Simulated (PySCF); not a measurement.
These are PySCF with PBE0-D3(BJ)/def2-TZVP values and carry that method's errors. Gas-phase values, no solvent. 

Reference species (SMILES): `[F]` (neutral, multiplicity 2).

The highest occupied spin orbital is -12.46 eV.

Changed species: `[NH2]` (radical fragment; the reference has radical fragment).

### Question
Predict the effect on the highest occupied spin orbital.

### Answer
the highest occupied spin orbital increases by 3.79 eV, to -8.67 eV.
